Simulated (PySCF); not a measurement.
Gas-phase reaction: AlOF + 4 AlF2 = Al2O + 3 AlF3

Method: PySCF energies (xtb for GFN2) plus ideal-gas RRHO corrections (1 bar). Table values come from the NASA 1993 polynomials. After a fit of one offset per element over all species, the range-separated, M06-2X, PBE0/def2-QZVP and CCSD(T)/def2-TZVPP enthalpies, where run, lie to one side of the table for AlOF (+153 kJ/mol), AlF2 (+60 kJ/mol), Al2O (-34 kJ/mol): a fault of the table's entry, another state or a shared error of the levels is possible; this was not checked at source. S°(298 K) at PBE0/def2-TZVP differs from the NASA 1993 table for AlOF (+8 J/mol/K), Al2O (+6 J/mol/K); whether the harmonic model or the table's entry is off was not settled. † marks an energy on the PBE0/def2-TZVP geometry and frequencies; other levels use their own. MP2 and CCSD(T) freeze the core. 6-31G* has spherical d functions here. Open shells (unrestricted): AlF2 (multiplicity 2); the rest are closed-shell singlets. GFN2 has no spin-polarisation term. B3LYP is the form with VWN-RPA correlation. For this reaction the table lies outside the span of B3LYP, CCSD(T), M06-2X, MP2, PBE0, r2SCAN, ωB97M-V, ωB97X-V in their largest bases here; which side is off was not settled. MP2 isn't extrapolated to the basis-set limit; its ΔH°(298 K) is -788.2 kJ in def2-SVP and -755.7 kJ in def2-TZVPP. CCSD(T) isn't extrapolated to the basis-set limit; its ΔH°(298 K) is -834.5 kJ in def2-SVP and -804.3 kJ in def2-TZVPP. The harmonic model lacks anharmonicity and excited electronic states, which grow with temperature; levels with a mode under 35 cm⁻¹ are left out. Soft modes under 120 cm⁻¹ make the harmonic entropy rough for Al2O. The table's entry may be an old estimate for AlOF, AlF2, Al2O, AlF3 (not checked at source). Warning, large T1 diagnostic: AlOF (CCSD(T)/def2-TZVPP†).

| level | ΔH°(298 K), kJ | minus table | ΔG°(600 K), kJ |
|---|---|---|---|
| table | -413.3 | - | -287.4 |
| B3LYP/6-31G* | -780.7 | -367.4 | -652.9 |
| B3LYP/def2-TZVP† | -756.5 | -343.2 | -628.2 |
| CCSD(T)/def2-TZVPP† | -804.3 | -391.0 | -675.9 |
| GFN2-xTB | -448.0 | -34.7 | -311.3 |
| HF/6-31G* | -740.2 | -326.9 | -612.1 |
| M06-2X/def2-TZVP† | -788.6 | -375.3 | -660.3 |
| MP2/def2-SVP† | -788.2 | -374.9 | -659.9 |
| MP2/def2-TZVPP† | -755.7 | -342.4 | -627.4 |
| PBE0/def2-SVP† | -779.3 | -366.0 | -650.9 |
| PBE0/def2-TZVP | -743.2 | -329.9 | -614.8 |
| ωB97M-V/def2-TZVP† | -837.4 | -424.1 | -709.1 |
